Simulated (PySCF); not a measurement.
A structure optimised at PBE-D3(BJ)/def2-SVP, used in a PySCF frequency run:

```xyz
4

B      0.0000     0.0000     0.0000
Cl     1.7526     0.0000     0.0000
Cl    -0.8763    -1.5178     0.0000
Cl    -0.8763     1.5178     0.0000
```

### Question
Write its SMILES, formula and point group.

### Answer
ClB(Cl)Cl, BCl3, D3h

### Question
What are its rotational constants (standard atomic weights)?

### Answer
3.0940, 3.0940, 1.5470 GHz
